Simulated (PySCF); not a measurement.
**How exact exchange moves a shielding**

Molecule: SMILES CC(NC)(C)C, C$_{5}$H$_{13}$N.

Numbering as in the mapped SMILES `[CH3:1][NH:2][C:3]([CH3:4])([CH3:5])[CH3:6]`; H(Xn) means a hydrogen on atom n.

GIAO shieldings (ppm, equivalent atoms averaged) in PySCF 2.14 on the PBE0-D3(BJ)/def2-SVP geometry, basis pcSseg-1, gas phase, non-relativistic:

| functional | exact exchange (%) | σ(C3) | σ(N2) |
| --- | --- | --- | --- |
| BLYP | 0 | 122.0 | 185.2 |
| BP86 | 0 | 127.3 | 191.8 |
| PBE | 0 | 128.1 | 191.3 |
| B3LYP | 20 | 128.5 | 193.1 |
| PBE0 | 25 | 135.5 | 200.8 |
| BHandHLYP | 50 | 136.7 | 203.4 |
| HF | 100 | 149.9 | 218.4 |

**Question.** Fit each shielding as a line in the percentage of exact exchange.

**Answer.** σ(C3) = 125.9 + 0.24 x (rms 2.4 ppm); σ(N2) = 189.7 + 0.29 x (rms 2.6 ppm). The functionals also differ in their semilocal parts, which the line can't hold; Hartree–Fock has no correlation at all.

**Question.** What does the line predict for mPW1PW91 (25 %), and what does the run give?

**Answer.** σ(C3): 131.9 predicted, 134.6 computed; σ(N2): 196.9 predicted, 200.0 computed ppm.
